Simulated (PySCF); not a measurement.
C₄H₇OS (doublet state).
Z-matrix (Å and degrees, GFN2-xTB geometry), rows numbered from 1:
```
C 
C   1  1.3656
C   2  1.3699  1  128.21
S   2  1.8491  1  115.86  3  -178.72
C   4  1.8526  2   93.08  1   -99.80
O   4  1.4621  2  106.29  1     7.49
H   1  1.0770  2  118.88  3   178.07
H   1  1.0755  2  122.47  3    -0.55
H   3  1.0749  2  120.93  1  -177.66
H   3  1.0759  2  121.34  1     1.67
H   5  1.0851  4  107.51  2   176.69
H   5  1.0845  4  109.14  2    57.47
H   5  1.0835  4  108.69  2   -63.78
```

The hyperfine couplings belong to this conformer and change with its torsions.

Identity: `C(=C)([CH2])[S@](=O)C` [radical].

Method used: UKS B3LYP, pcH-1 on C H O S, non-relativistic, mean-field spin-orbit, GIAO (PySCF 2.14.0). Geometry: GFN2-xTB, one conformer, isolated molecule. The geometry wasn't refined by DFT: couplings that depend on bond lengths, twists or pyramidal angles can differ widely from those at the functional's own minimum. No stability test was run, so a lower SCF solution isn't excluded. ⟨S²⟩ is 0.778 where a pure state has 0.75.

Problem. Match the computed a_iso(13C) values +56.7, -54.3, +53.8, -9.7 MHz with the sites C1; C2; C3; C5.

Solution. 
```tsv
site	a_iso (MHz)	ρ(0) (bohr⁻³)	position	distance from C3 (Å)	spin population	largest |T| (MHz)
C1	+53.8	+0.0479	a main spin site	2.46	+0.67	101.3
C2	-54.3	-0.0483	1 bond from C1	1.37	-0.27	29.4
C3	+56.7	+0.0505	largest spin population	0.00	+0.71	105.8
C5	-9.7	-0.0086	3 bonds from C3	3.28	0.00	1.8
```

ρ(0) is the spin density at the nucleus and T the dipolar tensor; a_iso includes a spin–orbit part; entries for several nuclei are means. Largest spin populations (Mulliken): C3 (+0.71), C1 (+0.67) and C2 (-0.27). The angles at C3 add up to 360.0°, so it is planar; its axial dipolar tensor and the negative couplings of its protons fit spin in a p orbital normal to that plane. Main spin sites, with 60 % or more of the largest population: C1, C3; positions count bonds from the nearest.

Class means assume fast exchange of nuclei equivalent by connectivity; if that motion is slow, each nucleus keeps its own coupling. H7 and H8 aren't averaged: C1 is flat or nearly so (angle sum 360°), and its turn about the short C1–C2 bond (1.37 Å) is taken as slow.
